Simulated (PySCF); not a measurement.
Compound: C₅H₆S.
Atom-mapped SMILES: `[CH3:1][C:2]#[C:3][C@H:4]1[CH2:5][S:6]1` (hydrogens: H7, H8, H9 on C1; H10 on C4; H11, H12 on C5)

Cartesian coordinates in Å at the PBE0-D3(BJ)/def2-SVP level; atoms count from 1:
```
atom  x, y, z in Å
C1     2.629    0.332    0.301
C2     1.190    0.156    0.394
C3    -0.010   -0.005    0.462
C4    -1.433   -0.177    0.564
C5    -2.310   -0.002   -0.626
S6    -2.186   -1.717   -0.086
H7     3.077    0.484    1.296
H8     3.105   -0.553   -0.149
H9     2.886    1.204   -0.321
H10   -1.861    0.127    1.527
H11   -1.821    0.237   -1.575
H12   -3.280    0.483   -0.473
```

The closed-shell ground state was solved at several levels (PySCF, density fitting, gas phase, non-relativistic).

| level | basis functions | HOMO (eV) | LUMO (eV) | gap (eV) | dipole (D) |
| --- | --- | --- | --- | --- | --- |
| PBE/pcSseg-1 | 139 | -5.33 | -1.24 | 4.09 | 2.09 |
| BHandHLYP/pcSseg-1 | 139 | -7.71 | 0.81 | 8.52 | 2.15 |
| B97-2/pcSseg-1 | 139 | -6.37 | -0.36 | 6.01 | 2.16 |
| BLYP/pcSseg-1 | 139 | -5.15 | -1.08 | 4.07 | 2.02 |
| PBE0/pcSseg-1 | 139 | -6.61 | -0.30 | 6.31 | 2.16 |
| CAM-B3LYP/pcSseg-1 | 139 | -7.93 | 0.87 | 8.80 | 2.09 |
| OPBE/pcSseg-1 | 139 | -5.36 | -1.19 | 4.17 | 2.14 |
| BP86/pcSseg-1 | 139 | -5.44 | -1.35 | 4.09 | 2.12 |
| PBE0/6-31G | 70 | -6.50 | 0.02 | 6.52 | 2.45 |
| LC-wPBE/pcSseg-1 | 139 | -9.39 | 1.94 | 11.33 | 2.15 |
| PBE0/STO-3G | 40 | -3.47 | 3.43 | 6.90 | 0.76 |
| PBE0/def2-TZVP | 228 | -6.59 | -0.35 | 6.24 | 2.03 |
| PBE0/6-311+G(2d,p) | 206 | -6.61 | -0.46 | 6.15 | 2.07 |

Estimate the row for B3LYP/pcSseg-1, a basis of 139 functions; the other rows only guide the guess.

HOMO -6.34 eV, LUMO -0.49 eV, gap 5.85 eV, dipole 2.08 D.

Over all these levels, which gives the widest orbital gap and which the narrowest?

LC-wPBE/pcSseg-1 (range-separated hybrid) has the widest, 11.33 eV, and BLYP/pcSseg-1 (GGA) the narrowest, 4.07 eV. The two share the basis. From the narrowest to the widest the HOMO moves by -4.24 eV and the LUMO by +3.02 eV.

How much does the basis alone move the frontier levels among the 5 PBE0 rows?

The HOMO by 3.14 eV and the LUMO by 3.89 eV. By rising basis size (HOMO, LUMO in eV): STO-3G -3.47, 3.43; 6-31G -6.50, 0.02; pcSseg-1 -6.61, -0.30; 6-311+G(2d,p) -6.61, -0.46; def2-TZVP -6.59, -0.35.

In the pcSseg-1 basis, how does the gap go with the fixed share of exact exchange?

BLYP (0 %) 4.07 eV; PBE (0 %) 4.09 eV; BP86 (0 %) 4.09 eV; OPBE (0 %) 4.17 eV; B3LYP (20 %) 5.85 eV; B97-2 (21 %) 6.01 eV; PBE0 (25 %) 6.31 eV; BHandHLYP (50 %) 8.52 eV. Each rise in the share widens the gap here.

How far do the dipole and the HOMO energy spread over the levels?

The dipole runs from 0.76 to 2.45 D (mean 2.03 D) and the HOMO from -9.39 to -3.47 eV.
